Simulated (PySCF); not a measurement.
water (H2O), SMILES O.

Coordinates come from a TPSSh-D3(BJ)/def2-TZVPD optimisation.

These are HF/def2-TZVPD (PySCF) values and carry that method's errors.

Gas-phase values at a fixed geometry.

Estimate the frontier levels, gap, dipole moment and polarisability. (An estimate is asked for; the answer gives what the named calculation found.)


The highest occupied level is -13.87 eV. The lowest empty level is 1.96 eV. The orbital gap comes out as 15.83 eV and the dipole moment is 1.99 D. The quadrupole, principal values (traceless, Buckingham form, about the centre of nuclear charge) is -2.42, -0.31, 2.72 D·Å, the mean static polarisability comes out as 8.5 bohr³ (1.27 Å³) and the polarisability, principal values is 7.9, 8.5, 9.3 bohr³.
